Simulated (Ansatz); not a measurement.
System: CsCl-type TlCl. Method: LDA (PAW; Ansatz, an electronic-structure program).

Run with plane-wave cutoff 520 eV, 10×10×10 k mesh, Fermi–Dirac smearing 0.01 eV, scalar-relativistic PAW data made under PBE.

Equation-of-state points:

| V (Å³/atom) | E − E_lowest (meV/atom) |
|---|---|
| 23.692 | 12.03 |
| 24.196 | 5.11 |
| 24.700 | 1.22 |
| 25.204 | 0.00 |
| 25.708 | 1.15 |
| 26.212 | 4.40 |
| 26.716 | 9.50 |

Question: Fit the third-order Birch–Murnaghan equation and give B0 and B′.

Answer: V0 = 25.201 Å³/atom, B0 = 37.6 GPa, B′ = 5.1 (fit to the energies at full precision).

Measured, for comparison: equilibrium volume per atom 28.35 Å³/atom (temperature not stated, not corrected to a static lattice; as tabulated in Wikipedia's data pages). Computed (rounded) less measured: equilibrium volume per atom -11.1 %.

Spin–orbit coupling is not included; it can shift volumes and moduli of such heavy elements.

Computed values are for the static lattice.

Computing time: roughly 30 core-seconds.
